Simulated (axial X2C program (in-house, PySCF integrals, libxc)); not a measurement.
# Worked dissociation energy of AlCl: HF, 2c

Computed with an axial X2C code built on PySCF integrals. Two-component (2c) means X2C with spin–orbit coupling and atomic mean-field two-electron Coulomb and Gaunt terms. Basis: Cl dyall-av3z [9s8p3d2f], Al dyall-v3z [8s8p2d1f] (cores contracted in-house); Gaussian nuclei, density fitting, unrestricted open shells. Masses: Cl 34.969 u, Al 26.982 u.

Molecular state: Ω = 0 (closed shell).

```
E(Cl) (2M_J = 1) : -460.830408 hartree
E(Al) (2M_J = 1) : -242.289363 hartree
E(AlCl) at Re    : -703.263070 hartree
ωe               : 472.9 cm⁻¹
ωexe             : 2.2 cm⁻¹
```

Q: Work out De and D0.

A: De = -460.830408 + (-242.289363) − (-703.263070) = 0.14330 hartree = 3.899 eV. The zero-point energy is ωe/2 − ωexe/4 = 236 cm⁻¹ = 0.029 eV, so D0 = 3.870 eV.

Occupations by symmetry block were frozen at the best pattern of an incomplete PBE0 search. The closed shell is kept restricted, so the energy runs too high when the bond is stretched far. De is counted from the lowest determinant-based energies of the atoms at the same level, without counterpoise correction.

Hartree–Fock lacks correlation and underbinds, often by eV.

Each atomic determinant is the lowest at this level and need not be a pure J level. Totals compare only within one Hamiltonian and basis.
